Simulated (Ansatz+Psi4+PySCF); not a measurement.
Results of a calculation; reference values are marked as such.
Input for PySCF 2.14.0:

```python
from pyscf import gto, scf, mp

mol = gto.M(atom="""
C 0.000000 0.000000 0.000000
H -0.913300 -0.044200 0.571800
H -0.023100 0.322000 -1.028900
H 0.936400 -0.277800 0.457100
""", basis='aug-cc-pvtz', charge=-1, spin=0)
mf = scf.RHF(mol)
mf.kernel()
pt = mp.MP2(mf, frozen=1).run()
print(mf.e_tot, pt.e_corr, pt.e_tot)
```

The script is written out from the run's settings.

Results

```
Converged                       : yes
Reference energy                : -39.51918 hartree
Correlation energy              : -0.21728 hartree
Total energy                    : -39.73647 hartree
Spin squared of the determinant : 0.000
```

Caution: unrestricted orbitals would lower the determinant.
